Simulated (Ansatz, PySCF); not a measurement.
System (SMILES): N1CC1.
Geometry (B3LYP-D3(BJ)/def2-TZVP, fixed):
```
C
H 1 1.0830
H 1 1.0841 2 114.71
N 1 1.4686 2 114.80 3 -142.73
H 4 1.0144 1 110.39 2 146.03
C 4 1.4686 5 110.39 1 -65.01
H 6 1.0830 4 114.80 5 -146.03
H 6 1.0841 7 114.71 4 -142.73
```

Near-linear dependence at HF/d-aug-cc-pVDZ with PySCF (spherical functions, density fitting): canonical orthogonalisation drops combinations whose overlap eigenvalue lies under the threshold. The set has 161 functions.

| threshold | orbitals kept | energy minus last row (mEh) |
|---|---|---|
| 1e-3 | ___ | ___ |
| 1e-4 | ___ | ___ |
| 1e-5 | ___ | ___ |
| 1e-6 | 161 | 0.000 |
| 1e-7 | 161 | 0.000 |
| 1e-9 | 161 | 0.000 |

Problem. Fill in the missing entries.

Solution. 
- 1e-3, orbitals kept: 140
- 1e-3, energy minus last row (mEh): 1.029
- 1e-4, orbitals kept: 150
- 1e-4, energy minus last row (mEh): 0.167
- 1e-5, orbitals kept: 158
- 1e-5, energy minus last row (mEh): 0.074

The smallest overlap eigenvalue is 1.0e-06. Ansatz (an electronic-structure program) at its default drops 0 functions.
